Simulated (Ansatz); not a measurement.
The same path of CH3FO (6 atoms, charge 0, multiplicity 1) was run twice with different band settings. The coordinate that changes most is the dihedral H4–O1–C2–F3.

Computed with Ansatz 0.2.0, RKS B3LYP/def2-SVP.

Relaxed end points:

```xyz
6
Properties=species:S:1:pos:R:3
O -0.789 -0.710 -0.249
C 0.246 0.052 0.230
F -0.101 1.386 0.317
H -0.942 -0.484 -1.178
H 1.151 0.004 -0.409
H 0.477 -0.311 1.244
```

```xyz
6
Properties=species:S:1:pos:R:3
O -0.466 -0.595 -0.793
C 0.316 0.078 0.113
F -0.024 1.414 0.186
H -1.371 -0.639 -0.454
H 1.358 0.005 -0.239
H 0.230 -0.327 1.141
```

Common settings: movable images 5; climbing image yes; spring 5.0 eV/Å²; optimiser quadratic models (default); force threshold 0.05 eV/Å; iteration limit 60; end points relaxed.

| run | start path |
| --- | --- |
| 1 | IDPP |
| 2 | straight line |

**Question.** What does each run give, and how far can it be trusted?

**Answer.** Run 1: converged after 5 iterations, highest image 0.147 eV above the first end. A vibrational analysis at the climbing image gives one clearly imaginary mode, 456i cm⁻¹: a first-order saddle point.
Run 2: converged after 8 iterations, highest image 0.147 eV above the first end. Another band between the same ends (5 images) ends at a top of the same energy, where a vibrational analysis finds 1 clearly imaginary mode.
